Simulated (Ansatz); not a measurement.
C2H5FO2S, SMILES COC(O)(F)S, a geometry optimisation

Program: the Ansatz DFT code, driven from Python.

`opt_c2h5fo2s.py`
```python
# -*- coding: utf-8 -*-
import itertools

import ansatz as az
from ase import Atoms
from ase.data import atomic_numbers, covalent_radii
import numpy as np

atoms = Atoms(["C", "O", "C", "O", "F", "S", "H", "H", "H", "H", "H"], positions=[
    (-0.1042, -0.6397, 1.4812),
    (0.529, -0.6148, 0.2265),
    (0.0413, 0.3834, -0.6862),
    (1.2156, 0.7719, -1.508),
    (-0.2278, 1.4945, 0.011),
    (-1.3253, -0.1334, -1.6556),
    (0.2252, -1.4411, 2.0673),
    (-1.1947, -0.6789, 1.3251),
    (0.0782, 0.339, 2.0643),
    (1.4691, 1.553, -1.0239),
    (-0.641, -1.0909, -2.281),
])
c2h5fo2s = az.Crystal.molecule_from_ase(atoms)

setup = (
    c2h5fo2s.calculation()
    .basis(gaussian="def2-SVP")
    .functional("CAM-B3LYP")
)
symbols = [site.symbol for site in c2h5fo2s.cartesian_sites]
start = np.array([site.position_ang for site in c2h5fo2s.cartesian_sites], dtype=float)
def progress(event):
    if event["event"] == "relax_step":
        row = event["data"]
        print(f"step {row['step']:3d}  E = {row['lagrangian_ev']:.6f} eV  largest force component {row['allowed_force_max_ev_ang']:.4f} eV/A")


report = setup.relax(force_tolerance=0.005).session().plan().execute(on_event=progress).report
end = np.array(report["positions_ang"])

for key in ("converged", "free_energy_ev", "reference_energy_ev", "n_frozen", "n_occupied", "n_virtual"):
    print(f"{key:22s} {report[key]}")

radius = [covalent_radii[atomic_numbers[s]] for s in symbols]
span = lambda where, i, j: np.linalg.norm(where[i] - where[j])
bonded = [(i, j) for i, j in itertools.combinations(range(len(symbols)), 2) if min(span(start, i, j), span(end, i, j)) < 1.2 * (radius[i] + radius[j])]
print("pair        before    after (A)")
for i, j in bonded:
    print(f"{symbols[i]}{i}-{symbols[j]}{j}".ljust(10), f"{span(start, i, j):8.4f} {span(end, i, j):8.4f}")
for first, second in list(itertools.combinations(bonded, 2)):
    shared = set(first) & set(second)
    if shared and symbols[(j := shared.pop())] != "H":
        i, k = sorted((set(first) | set(second)) - {j})
        u, v = end[i] - end[j], end[k] - end[j]
        angle = np.degrees(np.arccos(np.clip(u @ v / np.linalg.norm(u) / np.linalg.norm(v), -1, 1)))
        print(f"final angle {symbols[i]}{i}-{symbols[j]}{j}-{symbols[k]}{k}: {angle:.2f} deg")

charges = report["charge_distribution"]
dipole = np.array(charges["dipole_moment_e_ang"]) * 4.803205
print("dipole (D): {:.3f} {:.3f} {:.3f}, length {:.3f}".format(*dipole, np.linalg.norm(dipole)))
print("atom  Mulliken   Lowdin")
for symbol, m, l in zip(symbols, charges["mulliken_charges_e"], charges["lowdin_charges_e"]):
    print(f"{symbol:4s} {m:9.3f} {l:8.3f}")
```

`python opt_c2h5fo2s.py` gives:
```text
step   1  E = -19787.740482 eV  largest force component 5.1383 eV/A
step   2  E = -19788.215395 eV  largest force component 2.8703 eV/A
step   3  E = -19788.412810 eV  largest force component 1.5323 eV/A
step   4  E = -19788.455205 eV  largest force component 1.3229 eV/A
step   5  E = -19788.547395 eV  largest force component 0.3813 eV/A
step   6  E = -19788.574697 eV  largest force component 0.3199 eV/A
step   7  E = -19788.583486 eV  largest force component 0.2347 eV/A
step   8  E = -19788.586324 eV  largest force component 0.0516 eV/A
step   9  E = -19788.586792 eV  largest force component 0.0305 eV/A
step  10  E = -19788.587042 eV  largest force component 0.1188 eV/A
step  11  E = -19788.587171 eV  largest force component 0.0595 eV/A
step  12  E = -19788.587285 eV  largest force component 0.0201 eV/A
step  13  E = -19788.587303 eV  largest force component 0.0078 eV/A
step  14  E = -19788.587310 eV  largest force component 0.0020 eV/A
converged              True
free_energy_ev         -19788.587414846068
reference_energy_ev    -19788.587414846068
n_frozen               0
n_occupied             [29, 29]
n_virtual              [84, 84]
pair        before    after (A)
C0-O1        1.4056   1.4144
C0-H6        1.0461   1.0964
C0-H7        1.1023   1.1013
C0-H8        1.1537   1.0999
O1-C2        1.4378   1.3659
C2-O3        1.4850   1.3514
C2-F4        1.3390   1.3751
C2-S5        1.7534   1.8343
O3-H9        0.9533   0.9700
S5-H10       1.3327   1.3477
final angle O1-C0-H6: 106.54 deg
final angle O1-C0-H7: 110.57 deg
final angle O1-C0-H8: 111.06 deg
final angle C0-O1-C2: 117.77 deg
final angle H6-C0-H7: 109.66 deg
final angle H6-C0-H8: 109.69 deg
final angle H7-C0-H8: 109.28 deg
final angle O1-C2-O3: 107.81 deg
final angle O1-C2-F4: 108.54 deg
final angle O1-C2-S5: 115.49 deg
final angle O3-C2-F4: 110.89 deg
final angle O3-C2-S5: 110.11 deg
final angle C2-O3-H9: 106.72 deg
final angle F4-C2-S5: 103.95 deg
final angle C2-S5-H10: 93.61 deg
dipole (D): 1.188 -1.685 1.342, length 2.460
atom  Mulliken   Lowdin
C        0.171    0.086
O       -0.334    0.035
C        0.255   -0.437
O       -0.192    0.155
F       -0.215    0.040
S       -0.031    0.229
H        0.038   -0.010
H        0.023   -0.030
H        0.033   -0.021
H        0.186   -0.011
H        0.066   -0.035
```

Total energies depend on the basis set; only differences at equal settings carry meaning. The end point is the stationary point reached from this start; no frequency run checks that it is a minimum, and the basis set is modest. The Löwdin charges here are taken after orthogonalising the functions within each atom; they differ from plain Löwdin charges, and their signs can be unphysical. It ran for 94 s on 1 thread of Arm Neoverse V2, on a shared host, peak memory 0.39 GiB.
